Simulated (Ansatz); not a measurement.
This script drives the Python package of Ansatz (0.2.0).

Input file `c5h10o.xyz`:
```text
16

C     2.61270    0.76840    0.05250
C     1.65790   -0.33920   -0.25120
O     0.44810   -0.06590   -0.85870
C    -0.54460    0.09590    0.13710
C    -1.63670    1.01140   -0.41560
C    -1.14350   -1.26520    0.51380
H     2.88010    1.29800   -0.88520
H     3.53240    0.35920    0.52010
H     1.94070   -1.36810   -0.04930
H    -0.15170    0.58870    1.06110
H    -2.09120    0.56940   -1.32830
H    -1.20010    1.99840   -0.67850
H    -2.43060    1.17110    0.34520
H    -1.95940   -1.13570    1.25670
H    -0.36450   -1.91320    0.96740
H    -1.54960   -1.77330   -0.38700
```

Script `energy_c5h10o.py`:
```python
from pathlib import Path

import ansatz as az
import numpy as np

geometry = az.Crystal.molecule_from_extxyz("c5h10o.xyz")

model = (
    geometry.calculation()
    .basis(gaussian="cc-pVDZ")
    .functional("r2scan", dispersion="d3bj")
    .charge(1)
    .spin("collinear", total=1)
    .forces()
    .orbitals()
)
res = model.run(threads=1, backend="cpu", runs_dir="out")
rep = res.report

print("reference energy %16.6f eV" % rep["reference_energy_ev"])
print("total energy     %16.6f eV" % rep["free_energy_ev"])
print("occupied orbitals outside the frozen core (up, down):", rep["n_occupied"], " frozen:", rep["n_frozen"], " virtual:", rep["n_virtual"])

symbols = [site.symbol for site in geometry.cartesian_sites]
forces = np.array(rep["forces_ev_ang"])
print("largest force", round(float(np.linalg.norm(forces, axis=1).max()), 4), "eV/A, rms", round(float(np.sqrt((forces ** 2).mean())), 4))

charges = rep["charge_distribution"]
print("dipole moment", round(4.803205 * float(np.linalg.norm(charges["dipole_moment_e_ang"])), 3), "D")
print("Mulliken:", [(s, round(q, 3)) for s, q in zip(symbols, charges["mulliken_charges_e"])])

lines = Path(rep["orbitals_path"]).read_text().splitlines()
field_of = lambda key: [line.split("=")[1].strip() for line in lines if line.startswith(key)]
orbitals = [(27.211386 * float(e), s, float(n)) for e, s, n in zip(field_of("Ene="), field_of("Spin="), field_of("Occup="))]
homo = max(e for e, _, n in orbitals if n > 0.5)
lumo = min(e for e, _, n in orbitals if n < 0.5)
for e, spin, n in sorted(orbitals):
    if homo - 6 < e < lumo + 5:
        print(f"{spin:6s} {e:10.3f} eV  occupation {n:.0f}")
```

It is started by `python energy_c5h10o.py`. Estimate its wall time and peak memory on 1 thread of Arm Neoverse N1, with other jobs on the host.

It took about 55 s, with a peak of 0.39 GiB, for 1 run of the engine.

```console
$ python energy_c5h10o.py
DeckWarning: the engine holds no damping parameters fitted to this dispersion correction and functional, so the run takes those fitted to r2scan beside the three-body term, which d3bj leaves out (hamiltonian.dispersion, under Limitations)
reference energy     -7380.081069 eV
total energy         -7380.174547 eV
occupied orbitals outside the frozen core (up, down): [24, 23]  frozen: 0  virtual: [110, 111]
largest force 4.8756 eV/A, rms 1.3214
dipole moment 4.952 D
Mulliken: [('C', 0.06), ('C', 0.219), ('O', -0.188), ('C', -0.089), ('C', -0.036), ('C', -0.027), ('H', 0.182), ('H', 0.15), ('H', 0.16), ('H', 0.07), ('H', 0.089), ('H', 0.074), ('H', 0.093), ('H', 0.1), ('H', 0.049), ('H', 0.092)]
Alpha     -17.881 eV  occupation 1
Beta      -17.663 eV  occupation 1
Alpha     -17.011 eV  occupation 1
Beta      -16.744 eV  occupation 1
Alpha     -16.598 eV  occupation 1
Beta      -16.383 eV  occupation 1
Alpha     -15.978 eV  occupation 1
Beta      -15.843 eV  occupation 1
Alpha     -14.852 eV  occupation 1
Beta      -14.781 eV  occupation 1
Alpha     -14.258 eV  occupation 1
Beta      -14.217 eV  occupation 1
Alpha     -13.874 eV  occupation 1
Beta      -13.846 eV  occupation 1
Alpha     -13.812 eV  occupation 1
Alpha     -13.390 eV  occupation 1
Beta      -13.304 eV  occupation 1
Alpha     -12.921 eV  occupation 1
Beta      -12.900 eV  occupation 1
Alpha     -12.326 eV  occupation 1
Beta      -12.244 eV  occupation 1
Beta      -11.517 eV  occupation 0
Alpha      -9.724 eV  occupation 0
Beta       -8.078 eV  occupation 0
```
(Warnings from the package without file and line.)

Caveats:
- Total energies depend on the basis set; only differences at equal settings carry meaning.
- The geometry is a force-field or estimated start, not a minimum of this method, and the basis set is short of its limit.
- The species is open-shell (spin multiplicity 2).
- An ion's dipole depends on the origin; the program takes it about the centre of nuclear charge.
- Total less reference energy is the dispersion correction.
- Levels such as HOMO and LUMO are orbital energies: with these approximate functionals they aren't the ionisation energy and electron affinity, and their gap isn't the fundamental gap.
- A dispersion term here runs with damping parameters fitted for another variant or functional.

(Lines on the test bed's own set-up are left out of the output.)
